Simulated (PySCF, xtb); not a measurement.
C2H7N, SMILES CCN. The values are those of a single conformer.

Harmonic wavenumbers (cm⁻¹) from GFN2-xTB run with xtb at its own minimum, in rising order: 216, 278, 392, 831, 916, 954, 994, 1135, 1149, 1226, 1279, 1361, 1407, 1489, 1495, 1500, 1567, 2808, 2959, 3028, 3043, 3054, 3384, 3417.

Question: What does B3LYP-D3(BJ)/def2-TZVP (PySCF) give at its own minimum? (Estimate from the structure and the level; the computed values follow.)

Answer: 237, 273, 416, 804, 847, 902, 1007, 1097, 1152, 1265, 1327, 1405, 1428, 1490, 1498, 1523, 1659, 2943, 3026, 3042, 3086, 3104, 3479, 3556. Paired by order, the mean absolute difference is 44 cm⁻¹ and the zero-point energies are 57.0 and 58.0 kcal/mol.
